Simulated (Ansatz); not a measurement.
# BHS (triplet): from Hartree-Fock to the top rungs, cc-pVTZ

One table from this session's results is given with a row withheld; the runs are named, their logs left out.

Method: cc-pVTZ, core rule «outside noble gas», up to 6 orbitals frozen; program: Ansatz 0.2.0, Gaussian basis.

Plan: UHF; CCSD(T) on ROHF; CCSD(T) on UHF; BCCD(T) on ROHF; CCSDT(Q) on ROHF; CCSDT(Q) on UHF; CASSCF and MRCISD+Q, 10 electrons in 9 orbitals; CASSCF and NEVPT2, 10 electrons in 9 orbitals.

10 further runs of the same task are left out: 4 for a known fault of the program, 6 set aside as unsound or not needed.

## The system

The geometry is a PBE0/def2-TZVP stationary point (not a proven minimum).

3 atoms, charge 0, spin multiplicity 3.

Atoms are counted from 1 here; the program's logs count them from 0.

Bond lengths: B1–S2 1.769 Å, B1–H3 1.201 Å. Angles: S2–B1–H3 116.3°.

The first run:

Contents of in.yaml:

```yaml
crystal:
  periodic: [false, false, false]
  atoms:
    - {symbol: B, position_ang: [0.000000, -0.194210, 1.266050]}
    - {symbol: S, position_ang: [0.000000, 0.040248, -0.487697]}
    - {symbol: H, position_ang: [0.000000, 0.802670, 1.935360]}
basis:
  gaussian: {orbitals: cc-pVTZ}
magnetization: {spin_polarized: true, initial_magnetization: 2}
hamiltonian: {xc: hf}
output: {orbitals: {seedname: orbitals}}
```

The run is started by

```bash
> ansatz run in.yaml --threads 1 --pin off --events-out ev --progress --plain --max-ram 2816MiB --backend cpu
```

Steps of the session up to this table: UHF; CCSD(T) on ROHF; CCSD(T) on UHF; BCCD(T) on ROHF; CCSDT(Q) on ROHF; CCSDT(Q) on UHF; CASSCF and MRCISD+Q, 10 electrons in 9 orbitals; CASSCF and NEVPT2, 10 electrons in 9 orbitals.

One table of the session follows, with a row left open; its other results are not shown here.

| method | from UCCSDT(Q) (meV) |
| --- | --- |
| ROHF | +7251.2 |
| UHF | +7077.0 |
| RMP2 | +1206.9 |
| UMP2 | +1238.8 |
| RCCSD | +366.4 |
| UCCSD | ? |
| RCCSD(T) | +62.5 |
| UCCSD(T) | +63.4 |
| BCCD(T) | +61.9 |
| RCCSDT | +17.9 |
| UCCSDT | +17.0 |
| RCCSDT(Q) | +2.1 |
| UCCSDT(Q) | 0 |
| CASSCF valence | +5716.1 |
| NEVPT2 valence | +1341.7 |
| MRCISD valence | +529.4 |
| MRCISD+Q valence | +88.0 |

Estimate the missing values for UCCSD.

The run gave: from UCCSDT(Q) (meV): +361.8. In the column «from UCCSDT(Q) (meV)» it lies between MRCISD+Q valence (+88.0) and RCCSD (+366.4).

Limits of these values: Restricted and unrestricted rows rest on different reference determinants; where their highest levels disagree by more than a few hundredths of an eV, they describe different states and don't form one ladder.
